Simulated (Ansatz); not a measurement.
# BSiH3 (triplet): from Hartree-Fock to the top rungs at distance B1–H4 along a hydrogen transfer = 1.241 Å, cc-pVTZ

The task here is to estimate one member of a computed series from the others.

Program: Ansatz 0.2.0, Gaussian basis. Level of theory: cc-pVTZ, core rule «outside noble gas», up to 6 orbitals frozen. These are calculated values, not measurements.

To be run: UHF; CCSD(T) on ROHF; CCSD(T) on UHF; BCCD(T) on ROHF; CISD; CCSDT(Q) on ROHF; CCSDT(Q) on UHF; CASSCF and NEVPT2, 4 electrons in 4 orbitals.

4 further runs of the same task are left out: 4 for a known fault of the program.

## The system

The geometry derives from fragments relaxed apart (PBE0/def2-TZVP) and kept rigid, so it is no stationary point. A hydrogen atom is moved between rigid fragments.

5 atoms, charge 0, spin multiplicity 3.

Atoms are counted from 1 here; the program's logs count them from 0.

Bond lengths: B1–H2 1.193 Å, B1–H3 1.193 Å, B1–H4 1.241 Å. Angles: H2–B1–H3 120.0°, H2–B1–H4 120.0°, H3–B1–H4 120.0°.

Set-up of the first run:

in.yaml

```yaml
crystal:
  periodic: [false, false, false]
  atoms:
    - {symbol: B, position_ang: [-1.987614, 0.000000, 0.000000]}
    - {symbol: H, position_ang: [-2.584347, 1.033571, 0.000000]}
    - {symbol: H, position_ang: [-2.584347, -1.033571, 0.000000]}
    - {symbol: H, position_ang: [-0.746614, 0.000000, 0.000000]}
    - {symbol: Si, position_ang: [0.977386, 0.000000, 0.000000]}
basis:
  gaussian: {orbitals: cc-pVTZ}
magnetization: {spin_polarized: true, initial_magnetization: 2}
hamiltonian: {xc: hf}
output: {orbitals: {seedname: orbitals}}
```

The run is started by

```console
$ ansatz run in.yaml --threads 1 --pin off --events-out ev --progress --plain --max-ram 2816MiB --backend cpu
```

Steps of the session up to this table: UHF; CCSD(T) on ROHF; CCSD(T) on UHF; BCCD(T) on ROHF; CISD; CCSDT(Q) on ROHF; CCSDT(Q) on UHF; CASSCF and NEVPT2, 4 electrons in 4 orbitals.

One of the session's tables, all rows but one given; the rest of the session is left out.

It belongs to the step «Misses and costs». 

| method | from UCCSDT(Q) (kJ/mol) |
| --- | --- |
| ROHF | +616.3 |
| UHF | +602.0 |
| RMP2 | +124.6 |
| UMP2 | +128.4 |
| CISD | ? |
| RCCSD | +25.4 |
| UCCSD | +24.8 |
| RCCSD(T) | +5.2 |
| UCCSD(T) | +5.2 |
| BCCD(T) | +5.1 |
| RCCSDT | +1.0 |
| UCCSDT | +0.8 |
| RCCSDT(Q) | +0.2 |
| UCCSDT(Q) | 0 |
| CASSCF pair | +577.0 |
| NEVPT2 pair | +128.7 |

Q: Estimate the row for CISD from the others.

**Answer.** from UCCSDT(Q) (kJ/mol): +69.9. In the column «from UCCSDT(Q) (kJ/mol)» it lies between RCCSD (+25.4) and RMP2 (+124.6).

To keep in mind: Restricted and unrestricted rows rest on different reference determinants; where their highest levels disagree by more than a few hundredths of an eV, they describe different states and don't form one ladder.
